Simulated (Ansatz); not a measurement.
System: fcc Al. Method: PBEsol-D3(BJ) in Ansatz (PAW).

Settings: plane-wave cutoff 520 eV, 24×24×24 k mesh, Fermi–Dirac smearing 0.05 eV, scalar-relativistic PAW data made under PBE.

A third-order Birch–Murnaghan fit to the energies gives V0 = 15.538 Å³/atom, B0 = 90.5 GPa, B′ = 4.6.

```tsv
V (Å³/atom)	P (GPa)
14.602	…
14.913	…
15.224	1.94
15.534	0.02
15.845	…
16.156	…
16.467	-4.60
```

Estimate the withheld pressures from this fit; the answers are the runs' own values.


- 14.602, P (GPa): 6.49
- 14.913, P (GPa): 4.08
- 15.845, P (GPa): -1.70
- 16.156, P (GPa): -3.23

The formula P = (3/2) B0 (x^(7/3) − x^(5/3)) [1 + (3/4)(B′ − 4)(x^(2/3) − 1)] with x = V0/V meets the computed pressures within 0.01 GPa when these rounded values are put in.

Measured, for comparison: bulk modulus 80.8 GPa (corrected for temperature and zero-point phonon effects, our sources range from 77.1 to 82.0; as tabulated in Levämäki et al. (2014), arXiv:1402.3671); equilibrium volume per atom 16.22 Å³/atom (static lattice: zero-point anharmonic expansion removed; as tabulated in Mejia-Rodriguez and Trickey (2018), arXiv:1807.09216). Computed (rounded) less measured: bulk modulus +12 % (+10 % to +17 % over the range), equilibrium volume per atom -4.2 %.

The result took around 26 core-seconds (rough).

Ansatz is a quantum-chemistry and plane-wave program.
